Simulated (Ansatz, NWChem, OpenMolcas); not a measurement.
# How basis sets differ on PH3 (phosphine)

PH3: 4 atoms, total charge 0, spin state singlet. As SMILES, `P`. The coordinates come from a PBE0-D4/def2-TZVP relaxation.

Quantity: the HOMO–LUMO gap, in eV. The values are calculated.

```
             level      kind     program  value (eV)
     r2SCAN/STO-3G  meta-GGA  OpenMolcas       10.48
 r2SCAN/def2-SV(P)  meta-GGA      Ansatz        7.47
   r2SCAN/def2-SVP  meta-GGA      Ansatz        7.46
  r2SCAN/def2-TZVP  meta-GGA      Ansatz        7.11
 r2SCAN/def2-TZVPP  meta-GGA      Ansatz        7.13
r2SCAN/aug-cc-pVTZ  meta-GGA      NWChem        7.06
  r2SCAN/def2-QZVP  meta-GGA      Ansatz        7.08
```

The values span 7.06 to 10.48 eV. Orbital gaps aren't excitation energies.
